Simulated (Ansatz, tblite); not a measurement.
# The cluster SiH₂O₃: removing and adding an electron

What does removing or adding an electron cost or gain for the cluster SiH₂O₃? Each charged state is run at several levels.

Computed with Ansatz 0.2.0, Gaussian basis. Level: as each input shows.

Plan: charge +1 doublet, at the geometry of the singlet (PBE0-D4/def2-TZVP, PBE-D4/def2-TZVP, r2SCAN-D4/def2-TZVP, CCSD(T)/def2-TZVPP); charge -1 doublet, at the geometry of the singlet (PBE0-D4/def2-TZVPD, PBE-D4/def2-TZVPD, r2SCAN-D4/def2-TZVPD); the starting singlet's energies come from earlier runs.

**1. The relaxed structure**

The singlet was relaxed beforehand with PBE-D4/def2-TZVP. At that level it is the lowest of the isomers that a small search found.

6 atoms, charge 0, spin multiplicity 1.

Atoms are counted from 1 here; the program's logs count them from 0.

Bond lengths: Si1–O2 1.643 Å, Si1–O3 1.631 Å, Si1–O4 1.527 Å, O2–H5 0.973 Å, O3–H6 0.973 Å. Angles: O2–Si1–O3 106.0°, O2–Si1–O4 127.6°, O3–Si1–O4 126.5°, Si1–O2–H5 113.6°, Si1–O3–H6 115.2°.

**2. Charge +1 doublet at the fixed geometry, first pass, PBE0-D4/def2-SVP**

in.yaml

```yaml
crystal:
  periodic: [false, false, false]
  atoms:
    - {symbol: Si, position_ang: [-0.102742, -0.500851, 0.037035]}
    - {symbol: O, position_ang: [1.012176, 0.654890, -0.310211]}
    - {symbol: O, position_ang: [-1.466423, 0.298226, 0.440558]}
    - {symbol: O, position_ang: [0.080806, -2.016453, -0.010655]}
    - {symbol: H, position_ang: [1.878057, 0.295896, -0.571076]}
    - {symbol: H, position_ang: [-1.401885, 1.268292, 0.414359]}
basis:
  gaussian: {orbitals: def2-SVP}
total_charge: 1
magnetization: {spin_polarized: true, initial_magnetization: 1}
hamiltonian: {xc: pbe0, dispersion: d4}
output: {orbitals: {seedname: orbitals}}
```

Started as:

```bash
> ansatz run in.yaml --threads 4 --pin off --events-out ev --progress --plain --max-ram 3916MiB
```

What it wrote:

```text
Functional definition: PBE0
  name "PBE0"
  cite "Adamo & Barone, J. Chem. Phys. 110, 6158 (1999) doi:10.1063/1.478522"
  cite "Perdew, Burke & Ernzerhof, Phys. Rev. Lett. 77, 3865 (1996) doi:10.1103/PhysRevLett.77.3865"
  parent pbe
  parameter a = 0.25
  parameter kappa = 0.804
  parameter beta = 0.06672455060314922
  exchange = (1 - a)*pbe_x(kappa = kappa, mu = beta*pi^2/3) + a*exact_x
  correlation = pbe_c(beta = beta)
655 factors; integrals over basis functions are off by at most 1.1e-3 eV
mean field evaluation 1: about -14010.4655 eV, gradient 6.6e1 eV
mean field evaluation 2: about -13972.7620 eV, gradient 1.1e2 eV
mean field evaluation 4: about -14025.3497 eV, gradient 6.0e0 eV
mean field evaluation 8: about -14025.6126 eV, gradient 4.8e-1 eV
mean field evaluation 16: about -14025.6138 eV, gradient 4.4e-3 eV
mean field evaluation 32: about -14025.6138 eV, gradient 4.5e-5 eV
mean field -14025.61382884 eV, -515.4318013073 hartree, gradient 4.8e-6 eV, S^2 0.753436; 2 other end points of the search recorded, 0 dependent functions left out
reference -14025.61384669 eV, -515.4318019633 hartree; 20, 19 occupied and 50, 51 virtual orbitals, 655 factors
Total energy: -14025.68704129 eV, -515.4344918153 hartree
```

It took 1.9 s on 4 threads of Arm Neoverse V1, shared host.

HOMO -16.53 eV, LUMO -13.40 eV (over both spins); ⟨S²⟩ 0.753 (pure: 0.75).

**3. Charge +1 doublet at the fixed geometry, PBE0-D4/def2-TZVP**

start.molden holds the orbitals of an earlier run on this state, given as this run's starting guess.

in.yaml, as its differences from that of step 2:

```diff
@@ -10,3 +10,3 @@
 basis:
-  gaussian: {orbitals: def2-SVP}
+  gaussian: {orbitals: def2-TZVP, initial_orbitals: start.molden}
 total_charge: 1
@@ -14,2 +14,3 @@
 hamiltonian: {xc: pbe0, dispersion: d4}
+scf: {omitted_lower_state_checks: [starts]}
 output: {orbitals: {seedname: orbitals}}
```

Same command.

What it wrote:

```text
Functional definition: PBE0
  name "PBE0"
  cite "Adamo & Barone, J. Chem. Phys. 110, 6158 (1999) doi:10.1063/1.478522"
  cite "Perdew, Burke & Ernzerhof, Phys. Rev. Lett. 77, 3865 (1996) doi:10.1103/PhysRevLett.77.3865"
  parent pbe
  parameter a = 0.25
  parameter kappa = 0.804
  parameter beta = 0.06672455060314922
  exchange = (1 - a)*pbe_x(kappa = kappa, mu = beta*pi^2/3) + a*exact_x
  correlation = pbe_c(beta = beta)
these checks for a lower state are left out or cut short: starts
809 factors; their error is unknown
mean field evaluation 1: about -14032.2006 eV, gradient 1.2e2 eV
mean field evaluation 2: about -14036.3679 eV, gradient 4.7e0 eV
mean field evaluation 4: about -14036.4960 eV, gradient 2.1e-1 eV
mean field evaluation 8: about -14036.4962 eV, gradient 1.3e-5 eV
mean field -14036.49620762 eV, -515.8317213512 hartree, gradient 8.1e-6 eV, S^2 0.753621; 0 other end points of the search recorded, 0 dependent functions left out
reference -14036.49622930 eV, -515.8317221479 hartree; 20, 19 occupied and 122, 123 virtual orbitals, 809 factors
Total energy: -14036.56942390 eV, -515.8344119998 hartree
Checks for a lower state left out: starts
```

Wall time 3.5 s (4 threads of Arm Neoverse V1, shared host).

HOMO -16.62 eV, LUMO -13.38 eV (over both spins); ⟨S²⟩ 0.754 (pure: 0.75).

**4. Charge +1 doublet at the fixed geometry, PBE-D4/def2-TZVP**

in.yaml, as its differences from that of step 3:

```diff
@@ -13,3 +13,3 @@
 magnetization: {spin_polarized: true, initial_magnetization: 1}
-hamiltonian: {xc: pbe0, dispersion: d4}
+hamiltonian: {xc: pbe, dispersion: d4}
 scf: {omitted_lower_state_checks: [starts]}
```

Same command.

What it wrote:

```text
Functional definition: PBE
  name "PBE"
  cite "Perdew, Burke & Ernzerhof, Phys. Rev. Lett. 77, 3865 (1996) doi:10.1103/PhysRevLett.77.3865"
  parent pbe
  parameter kappa = 0.804
  parameter beta = 0.06672455060314922
  exchange = pbe_x(kappa = kappa, mu = beta*pi^2/3)
  correlation = pbe_c(beta = beta)
these checks for a lower state are left out or cut short: starts
793 factors; their error is unknown
mean field evaluation 1: about -14035.8091 eV, gradient 7.4e0 eV
mean field evaluation 2: about -14035.9777 eV, gradient 6.2e-1 eV
mean field evaluation 4: about -14035.9728 eV, gradient 2.0e-1 eV
mean field evaluation 8: about -14035.9758 eV, gradient 7.2e-1 eV
mean field evaluation 16: about -14035.9786 eV, gradient 2.5e-5 eV
mean field -14035.97855604 eV, -515.8126980064 hartree, gradient 2.6e-6 eV, S^2 0.753171; 0 other end points of the search recorded, 0 dependent functions left out
reference -14035.97858663 eV, -515.8126991308 hartree; 20, 19 occupied and 122, 123 virtual orbitals, 793 factors
Total energy: -14036.06688203 eV, -515.8159439267 hartree
Checks for a lower state left out: starts
```

It took 2.6 s on 4 threads of Arm Neoverse V1, shared host.

Report: HOMO -15.06 eV, LUMO -14.95 eV (over both spins); ⟨S²⟩ 0.753 (pure: 0.75).

**5. Charge +1 doublet at the fixed geometry, r2SCAN-D4/def2-TZVP**

in.yaml, as its differences from that of step 4:

```diff
@@ -13,3 +13,3 @@
 magnetization: {spin_polarized: true, initial_magnetization: 1}
-hamiltonian: {xc: pbe, dispersion: d4}
+hamiltonian: {xc: r2scan, dispersion: d4}
 scf: {omitted_lower_state_checks: [starts]}
```

The command is unchanged.

What it wrote:

```text
Functional definition: r2SCAN
  name "r2SCAN"
  cite "Furness, Kaplan, Ning, Perdew & Sun, J. Phys. Chem. Lett. 11, 8208 (2020) doi:10.1021/acs.jpclett.0c02405"
  cite "Furness, Kaplan, Ning, Perdew & Sun, J. Phys. Chem. Lett. 11, 9248 (2020) doi:10.1021/acs.jpclett.0c03077"
  parent r2scan
  parameter k0 = 0.174
  parameter k1 = 0.065
  parameter a1 = 4.9479
  exchange = r2scan_x(k0 = k0, k1 = k1, a1 = a1)
  correlation = r2scan_c
these checks for a lower state are left out or cut short: starts
793 factors; their error is unknown
mean field evaluation 1: about -14042.8086 eV, gradient 4.3e0 eV
mean field evaluation 2: about -14042.8473 eV, gradient 1.4e-1 eV
mean field evaluation 4: about -14042.8406 eV, gradient 3.3e-3 eV
mean field evaluation 8: about -14042.8406 eV, gradient 9.0e-5 eV
mean field -14042.84062640 eV, -516.0648744411 hartree, gradient 4.4e-6 eV, S^2 0.754994; 0 other end points of the search recorded, 0 dependent functions left out
reference -14042.84063537 eV, -516.0648747704 hartree; 20, 19 occupied and 122, 123 virtual orbitals, 793 factors
Total energy: -14042.86049594 eV, -516.0656046330 hartree
Checks for a lower state left out: starts
```

Wall time 6.5 s (4 threads of Arm Neoverse V1, shared host).

Report: HOMO -15.29 eV, LUMO -14.44 eV (over both spins); ⟨S²⟩ 0.755 (pure: 0.75).

**6. Charge +1 doublet at the fixed geometry, CCSD(T)/def2-TZVPP**

in.yaml, as its differences from that of step 5:

```diff
@@ -10,7 +10,7 @@
 basis:
-  gaussian: {orbitals: def2-TZVP, initial_orbitals: start.molden}
+  gaussian: {orbitals: def2-TZVPP, initial_orbitals: start.molden}
 total_charge: 1
 magnetization: {spin_polarized: true, initial_magnetization: 1}
-hamiltonian: {xc: r2scan, dispersion: d4}
-scf: {omitted_lower_state_checks: [starts]}
+correlation: {method: ccsd_t}
+scf: {omitted_lower_state_checks: [starts, cluster_reference]}
 output: {orbitals: {seedname: orbitals}}
```

Same command.

What it wrote, cut to the lines that bear on the results:

```text
Functional definition: HF
  name "HF"
  cite "Fock, Z. Phys. 61, 126 (1930) doi:10.1007/BF01340294"
  parent pbe
[...]
1013 factors; integrals over basis functions are off by at most 1.3e-3 eV
[...]
mean field -14002.38326690 eV, -514.5780939022 hartree, gradient 2.0e-6 eV, S^2 0.756446; 0 other end points of the search recorded, 0 dependent functions left out
8 core orbitals not correlated: weight in the atoms' cores, before any rotation towards them, 1.000 or more for the frozen orbitals, at most 0.000 for the correlated occupied ones
reference -14002.38326690 eV, -514.5780939022 hartree; 12, 11 occupied and 143, 144 virtual orbitals, 1013 factors
second order -20.45085590 eV of doubles, -0.00000000 eV of singles
cycle   1  -20.34453264 eV  change    1.1e-1 eV  update   1.0e-1
[...]
cycle  15  -20.90729857 eV  change    1.1e-5 eV  update   2.2e-5
perturbative correction -0.75096366 eV, -0.0275974053 hartree
Total energy: -14024.04152913 eV, -515.3740203587 hartree
Checks for a lower state left out: starts, cluster_reference
```

Run time: 76 s. Hardware: 4 threads of Arm Neoverse V1, shared host; peak memory 3.2 GiB.

Hartree-Fock HOMO -20.99 eV, LUMO -6.96 eV (over both spins); ⟨S²⟩ 0.756 (pure: 0.75); T1 0.017.

**7. Vertical ionisation energy**

Charged state less starting state, singlet to doublet; the starting state's energies are those of its earlier runs.

Differences are taken before rounding.

| method | vertical ionisation energy (eV) | from CCSD(T)/def2-TZVPP (eV) | time |
| --- | --- | --- | --- |
| HF/def2-TZVPP | 9.19 | -1.81 |  |
| PBE-D4/def2-TZVP | 10.99 | -0.01 | 3.4 s |
| r2SCAN-D4/def2-TZVP | 10.88 | -0.11 | 8.2 s |
| PBE0-D4/def2-TZVP | 10.90 | -0.10 | 4.4 s |
| MP2/def2-TZVPP | 11.31 | +0.31 |  |
| CCSD/def2-TZVPP | 10.86 | -0.14 |  |
| CCSD(T)/def2-TZVPP | 11.00 | 0 | 92 s |

Times add the two runs; a level without a time comes out of a correlated run.

Beside −ε(HOMO) of the starting state:

| level | −ε(HOMO) (eV) | by difference (eV) | mismatch (eV) |
| --- | --- | --- | --- |
| PBE-D4/def2-TZVP | 6.80 | 10.99 | -4.18 |
| r2SCAN-D4/def2-TZVP | 7.12 | 10.88 | -3.77 |
| PBE0-D4/def2-TZVP | 8.40 | 10.90 | -2.50 |

**8. Charge -1 doublet at the fixed geometry, first pass, PBE0-D4/def2-SVP**

in.yaml, as its differences from that of step 6:

```diff
@@ -10,7 +10,6 @@
 basis:
-  gaussian: {orbitals: def2-TZVPP, initial_orbitals: start.molden}
-total_charge: 1
+  gaussian: {orbitals: def2-SVP}
+total_charge: -1
 magnetization: {spin_polarized: true, initial_magnetization: 1}
-correlation: {method: ccsd_t}
-scf: {omitted_lower_state_checks: [starts, cluster_reference]}
+hamiltonian: {xc: pbe0, dispersion: d4}
 output: {orbitals: {seedname: orbitals}}
```

Launched as before.

What it wrote:

```text
Functional definition: PBE0
  name "PBE0"
  cite "Adamo & Barone, J. Chem. Phys. 110, 6158 (1999) doi:10.1063/1.478522"
  cite "Perdew, Burke & Ernzerhof, Phys. Rev. Lett. 77, 3865 (1996) doi:10.1103/PhysRevLett.77.3865"
  parent pbe
  parameter a = 0.25
  parameter kappa = 0.804
  parameter beta = 0.06672455060314922
  exchange = (1 - a)*pbe_x(kappa = kappa, mu = beta*pi^2/3) + a*exact_x
  correlation = pbe_c(beta = beta)
655 factors; integrals over basis functions are off by at most 1.1e-3 eV
mean field evaluation 1: about -14030.7540 eV, gradient 3.3e1 eV
mean field evaluation 2: about -14014.9030 eV, gradient 7.0e1 eV
mean field evaluation 4: about -14034.9879 eV, gradient 2.3e0 eV
mean field evaluation 8: about -14035.0864 eV, gradient 1.9e-1 eV
mean field evaluation 16: about -14035.0868 eV, gradient 4.7e-4 eV
mean field -14035.08675826 eV, -515.7799250425 hartree, gradient 5.0e-5 eV, S^2 0.756266; 2 other end points of the search recorded, 0 dependent functions left out
reference -14035.08678588 eV, -515.7799260574 hartree; 21, 20 occupied and 49, 50 virtual orbitals, 655 factors
Total energy: -14035.18996474 eV, -515.7837178107 hartree
```

It took 1.1 s on 4 threads of Arm Neoverse V1, shared host.

Report: HOMO 3.27 eV, LUMO 5.55 eV (over both spins); ⟨S²⟩ 0.756 (pure: 0.75). Doubts: highest occupied level lies above zero.

**9. Charge -1 doublet at the fixed geometry, PBE0-D4/def2-TZVPD**

in.yaml, as its differences from that of step 8:

```diff
@@ -10,3 +10,3 @@
 basis:
-  gaussian: {orbitals: def2-SVP}
+  gaussian: {orbitals: def2-TZVPD, initial_orbitals: start.molden}
 total_charge: -1
@@ -14,2 +14,3 @@
 hamiltonian: {xc: pbe0, dispersion: d4}
+scf: {omitted_lower_state_checks: [starts]}
 output: {orbitals: {seedname: orbitals}}
```

Launched as before.

What it wrote:

```text
Functional definition: PBE0
  name "PBE0"
  cite "Adamo & Barone, J. Chem. Phys. 110, 6158 (1999) doi:10.1063/1.478522"
  cite "Perdew, Burke & Ernzerhof, Phys. Rev. Lett. 77, 3865 (1996) doi:10.1103/PhysRevLett.77.3865"
  parent pbe
  parameter a = 0.25
  parameter kappa = 0.804
  parameter beta = 0.06672455060314922
  exchange = (1 - a)*pbe_x(kappa = kappa, mu = beta*pi^2/3) + a*exact_x
  correlation = pbe_c(beta = beta)
these checks for a lower state are left out or cut short: starts
950 factors; their error is unknown
mean field evaluation 1: about -14041.4367 eV, gradient 1.2e2 eV
mean field evaluation 2: about -14046.5825 eV, gradient 6.6e0 eV
mean field evaluation 4: about -14047.5702 eV, gradient 2.8e-2 eV
mean field evaluation 8: about -14047.5957 eV, gradient 1.9e-5 eV
mean field -14047.59565367 eV, -516.2396184701 hartree, gradient 1.9e-5 eV, S^2 0.752749; 0 other end points of the search recorded, 0 dependent functions left out
reference -14047.59568313 eV, -516.2396195527 hartree; 21, 20 occupied and 160, 161 virtual orbitals, 950 factors
Total energy: -14047.69886199 eV, -516.2434113059 hartree
Checks for a lower state left out: starts
```

It took 3.1 s on 4 threads of Arm Neoverse V1, shared host.

Report: HOMO 1.26 eV, LUMO 2.84 eV (over both spins); ⟨S²⟩ 0.753 (pure: 0.75). Doubts: highest occupied level lies above zero.

**10. Charge -1 doublet at the fixed geometry, PBE-D4/def2-TZVPD**

in.yaml, as its differences from that of step 9:

```diff
@@ -13,3 +13,3 @@
 magnetization: {spin_polarized: true, initial_magnetization: 1}
-hamiltonian: {xc: pbe0, dispersion: d4}
+hamiltonian: {xc: pbe, dispersion: d4}
 scf: {omitted_lower_state_checks: [starts]}
```

Same command.

What it wrote:

```text
Functional definition: PBE
  name "PBE"
  cite "Perdew, Burke & Ernzerhof, Phys. Rev. Lett. 77, 3865 (1996) doi:10.1103/PhysRevLett.77.3865"
  parent pbe
  parameter kappa = 0.804
  parameter beta = 0.06672455060314922
  exchange = pbe_x(kappa = kappa, mu = beta*pi^2/3)
  correlation = pbe_c(beta = beta)
these checks for a lower state are left out or cut short: starts
929 factors; their error is unknown
mean field evaluation 1: about -14047.2150 eV, gradient 7.5e0 eV
mean field evaluation 2: about -14047.3323 eV, gradient 1.5e-1 eV
mean field evaluation 4: about -14047.3259 eV, gradient 1.7e-3 eV
mean field -14047.32593000 eV, -516.2297063080 hartree, gradient 6.5e-5 eV, S^2 0.752126; 0 other end points of the search recorded, 0 dependent functions left out
reference -14047.32596890 eV, -516.2297077375 hartree; 21, 20 occupied and 160, 161 virtual orbitals, 929 factors
Total energy: -14047.45022421 eV, -516.2342740360 hartree
Checks for a lower state left out: starts
```

Run time: 2.3 s. Hardware: 4 threads of Arm Neoverse V1, shared host.

From the report: HOMO 1.67 eV, LUMO 2.20 eV (over both spins); ⟨S²⟩ 0.752 (pure: 0.75). Doubts: highest occupied level lies above zero.

**11. Charge -1 doublet at the fixed geometry, r2SCAN-D4/def2-TZVPD**

in.yaml, as its differences from that of step 10:

```diff
@@ -13,3 +13,3 @@
 magnetization: {spin_polarized: true, initial_magnetization: 1}
-hamiltonian: {xc: pbe, dispersion: d4}
+hamiltonian: {xc: r2scan, dispersion: d4}
 scf: {omitted_lower_state_checks: [starts]}
```

Launched as before.

What it wrote:

```text
Functional definition: r2SCAN
  name "r2SCAN"
  cite "Furness, Kaplan, Ning, Perdew & Sun, J. Phys. Chem. Lett. 11, 8208 (2020) doi:10.1021/acs.jpclett.0c02405"
  cite "Furness, Kaplan, Ning, Perdew & Sun, J. Phys. Chem. Lett. 11, 9248 (2020) doi:10.1021/acs.jpclett.0c03077"
  parent r2scan
  parameter k0 = 0.174
  parameter k1 = 0.065
  parameter a1 = 4.9479
  exchange = r2scan_x(k0 = k0, k1 = k1, a1 = a1)
  correlation = r2scan_c
these checks for a lower state are left out or cut short: starts
929 factors; their error is unknown
mean field evaluation 1: about -14053.9020 eV, gradient 4.1e0 eV
mean field evaluation 2: about -14053.9356 eV, gradient 5.0e-2 eV
mean field evaluation 4: about -14053.9298 eV, gradient 3.2e-4 eV
mean field evaluation 8: about -14053.9298 eV, gradient 2.7e-5 eV
mean field -14053.92980047 eV, -516.4723940715 hartree, gradient 3.5e-5 eV, S^2 0.755030; 0 other end points of the search recorded, 0 dependent functions left out
reference -14053.92982368 eV, -516.4723949244 hartree; 21, 20 occupied and 160, 161 virtual orbitals, 929 factors
Total energy: -14053.95828644 eV, -516.4734409115 hartree
Checks for a lower state left out: starts
```

Wall time 5.5 s (4 threads of Arm Neoverse V1, shared host).

Report: HOMO 1.60 eV, LUMO 2.52 eV (over both spins); ⟨S²⟩ 0.755 (pure: 0.75). Doubts: highest occupied level lies above zero.

**12. Vertical electron affinity**

Starting state less charged state (positive: the electron is bound), singlet to doublet; the starting state's energies are those of its earlier runs.

| level | vertical electron affinity (eV) | time |
| --- | --- | --- |
| PBE-D4/def2-TZVPD | +0.29 | 3.5 s |
| r2SCAN-D4/def2-TZVPD | +0.14 | 7.6 s |
| PBE0-D4/def2-TZVPD | +0.15 | 4.5 s |

Times add the two runs; a level without a time comes out of a correlated run.

Beside −ε(LUMO) of the starting state:

| level | −ε(LUMO) (eV) | by difference (eV) | mismatch (eV) |
| --- | --- | --- | --- |
| PBE-D4/def2-TZVPD | 2.41 | 0.29 | +2.12 |
| r2SCAN-D4/def2-TZVPD | 1.96 | 0.14 | +1.82 |
| PBE0-D4/def2-TZVPD | 1.57 | 0.15 | +1.42 |

**13. What came out**

```
                                             quantity                                   value
 vertical ionisation energy, functionals in def2-TZVP  10.88 (r2SCAN-D4) to 10.99 eV (PBE-D4)
       vertical ionisation energy, CCSD(T)/def2-TZVPP                                11.00 eV
vertical electron affinity, functionals in def2-TZVPD    0.14 (r2SCAN-D4) to 0.29 eV (PBE-D4)
```

The vertical ionisation energy spans 10.88 to 10.99 eV over the functionals, beside 11.00 eV from CCSD(T)/def2-TZVPP. −ε(HOMO) misses the level's own difference by -2.50 eV at best (PBE0-D4) and -4.18 eV at worst (PBE-D4). CCSD(T)/def2-TZVPP isn't at the basis-set limit; small misses against it rank nothing. The vertical electron affinity spans 0.14 to 0.29 eV over the functionals. The anion's highest level lies above zero where self-interaction lifts it, so diffuse functions weigh on these values. −ε(LUMO) misses the level's own difference by +1.42 eV at best (PBE0-D4) and +2.12 eV at worst (PBE-D4).

The anion's highest level is positive in at least one run, so there the basis alone may hold the extra electron.
